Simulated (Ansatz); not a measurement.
H₅OPSi, SMILES `OP[SiH3]`, relaxed with RKS PBE-D4/def2-SVP in Ansatz from a rough embedded geometry. The force threshold is 0.03 eV/Å; the program also tests the step.

Charge 0, multiplicity 1.

Start:

```xyz
8

O     0.243    1.766    0.579
P     1.116    0.433    0.366
Si   -0.509   -0.955   -0.246
H     0.080    1.887    1.507
H     1.591    0.734   -0.946
H     0.127   -2.252   -0.712
H    -1.279   -0.390   -1.409
H    -1.369   -1.223    0.860
```

(1) By how much does the energy fall, and how many steps does the optimiser take? (Estimate.)

(2) Which bonds change most? (Best estimate.)

(3) Give the relaxed structure. (Best estimate.)

## Answers

(1) Computed: 0.30 eV, in 10 steps.

(2) The calculation gave: O1–P2 from 1.608 to 1.708 Å; Si3–H8 from 1.427 to 1.504 Å; P2–Si3 from 2.223 to 2.286 Å; O1–H4 from 0.951 to 0.975 Å.

(3) Ansatz gave: 
```xyz
8

O     0.101    1.798    0.608
P     1.096    0.417    0.462
Si   -0.513   -1.014   -0.308
H     0.290    2.183    1.484
H     1.620    0.654   -0.866
H     0.162   -2.257   -0.828
H    -1.350   -0.398   -1.396
H    -1.405   -1.384    0.845
```
